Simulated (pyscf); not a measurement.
H₂O (SMILES O) + H₃C–B=O (SMILES CB=O) → O=B–OH (SMILES O=BO) + CH₄ (SMILES C), a four-centre exchange (singlet surface; H–O, B–C broken, B–O, C–H formed). Optimised with ωB97X-D3(BJ)/def2-SVP in PySCF. Correlated levels are frozen-core, on RHF or UHF. ΔMP2 is the change of the MP2 total energy from the triple- to the quadruple-zeta basis. Energies in kcal/mol from the separated reactants.

GFN2-xTB: tblite. 

Question: Quick GFN2-xTB single points give ΔE‡ = 43.4 kcal/mol and ΔE = -28.9 kcal/mol. What does CCSD(T)/def2-TZVPP + ΔMP2(QZVPP) give, and how far is the quick result from it?

Answer: CCSD(T)/def2-TZVPP + ΔMP2(QZVPP) gives ΔE‡ = 46.5 kcal/mol and ΔE = -14.7 kcal/mol. GFN2-xTB lies 3.1 kcal/mol under it in the barrier and 14.2 kcal/mol under it in the reaction energy, so on this step it does not hold to within 3.0 kcal/mol. CCSD(T)/def2-TZVPP + ΔMP2(QZVPP) has limits of its own. On the reactant side the descent ends in a complex (not fully relaxed), 5.6 kcal/mol under the separated species and 48.8 kcal/mol under the saddle at ωB97X-D3(BJ)/def2-TZVP. The reactants may also form a dative adduct at H₃C–B=O; it and routes through it were not searched. At ωB97X-D3(BJ)/def2-TZVP the barrier from the zero used here is 43.2 kcal/mol. This is the saddle that the search found; another between the same sides may lie lower. The CCSD(T) − MP2 part came from Ansatz, without density fitting, on the same reference.
